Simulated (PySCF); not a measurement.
**A failing input for NO⁺**

```python
from pyscf import gto, scf

mol = gto.M(
    atom='N 0 0 0; O 0 0 1.098',
    basis='jorge-dzp',
    charge=1,
    spin=0,
    verbose=3,
)
mf = scf.RHF(mol)
mf.max_cycle = 1
mf.kernel()
mf.nuc_grad_method().kernel()
mf.dip_moment()
print('orbital energies (hartree):', mf.mo_energy[..., max(0, mol.nelec[1]-3):mol.nelec[0]+3].round(4))
```

```bash
$ python input.py
```

The log, shortened:

```
SCF not converged.
SCF energy = -128.805979375
--------------- RHF gradients ---------------
         x                y                z
0 N    -0.0000000000    -0.0000000000    -0.2637480357
1 O     0.0000000000     0.0000000000     0.2637480357
----------------------------------------------

WARN: System has nonzero charge 1; the dipole moment is origin-dependent.
Location of origin: [0. 0. 0.]

Dipole moment(X, Y, Z, Debye): -0.00000, -0.00000,  0.45840
orbital energies (hartree): [-0.6266 -0.6266 -0.4932 -0.031  -0.031   0.4075]
```

**Question.** Which setting is at fault, why, and what does a mended input give?

**Answer.** The cycle limit (1): the limit is below the number of cycles that the SCF needs. With this edit
```diff
- mf.max_cycle = 1
```
the run finishes: E(SCF) = -128.926396 Eh, gradient on the second atom 0.2181 Eh/bohr.

Stability towards an unrestricted solution was not tested. The bond length is a typed value, not an optimised one. The dipole of an ion depends on the origin.
